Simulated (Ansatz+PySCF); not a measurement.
**doublet HO2: levels of theory in one basis**

| atom | x (Å) | y (Å) | z (Å) |
| --- | --- | --- | --- |
| H | 0.0077 | 0.4188 | 0.3520 |
| O | 0.0069 | 0.6564 | 1.2760 |
| O | -0.0083 | -0.5155 | 1.9546 |

Basis set: cc-pVTZ (spherical functions). Correlated methods keep 2 orbitals frozen. Correlation on ROHF uses semicanonical orbitals with singles. Charge 0, multiplicity 2.

Computed with Ansatz (development build ahead of 0.2.0) and PySCF 2.14.0; each method stands on the lowest determinant of its kind that the runs found.

```json
{"method": "ROHF", "E − E(ROHF) (eV)": "0.00", "<S²> of the determinant": "0.75"}
{"method": "UHF", "E − E(ROHF) (eV)": "-0.18", "<S²> of the determinant": "0.76"}
{"method": "ROHF-MP2", "E − E(ROHF) (eV)": "-12.23", "<S²> of the determinant": "–"}
{"method": "UHF-MP2", "E − E(ROHF) (eV)": "-12.21", "<S²> of the determinant": "0.76"}
```

(1) What does ROHF-CCSD(T) give on the same scale?

Results:

(1) -13.14 eV.
